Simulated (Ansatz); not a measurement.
Li$_{2}$Pt (P6/mmm)

All numbers below come from DFT r2SCAN, scalar-relativistic, plane waves, PAW (Ansatz 0.2.0).

Settings: cutoff 500 eV, Γ-centred mesh 12×12×16 on the computed 3-atom cell, Gaussian smearing of 0.10 eV; no spin polarisation.

The structure is relaxed at this level of theory with its symmetry kept. Whether it is the stable form of this composition wasn't checked.

Symmetry: P6/mmm, No. 191, hexagonal system. The conventional cell has a = 4.183 Å, b = 4.183 Å, c = 2.647 Å, α = 90.00°, β = 90.00°, γ = 120.00°. Li (site symmetry -6m2) is surrounded by 5 Li at 2.42 to 2.65 Å and 6 Pt at 2.75 Å. Pt (site symmetry 6/mmm) has 2 Pt at 2.65 Å and 12 Li at 2.75 Å as nearest neighbours.

| Quantity | Value |
| --- | --- |
| Volume per atom | 13.37 Å³ |
| Formation energy from the elements' standard states (uncorrected) | -0.557 eV/atom |
| Generalised Kohn–Sham band gap | none (metal) |
| Density of states at the Fermi level | 0.66 states/eV per cell |
| Löwdin character within 0.5 eV of the Fermi level | Li 2s 45 %, Pt 5d 30 %, Pt 6s 10 %, unprojected 15 % |
| Bulk modulus | 68 GPa |
| Its pressure derivative | 4.0 |
| Bader charges (e) | Li (2 in the cell) 0.85, Pt (1 in the cell) -1.70 |

Spin-orbit coupling is left out, which matters for the bands of heavy elements.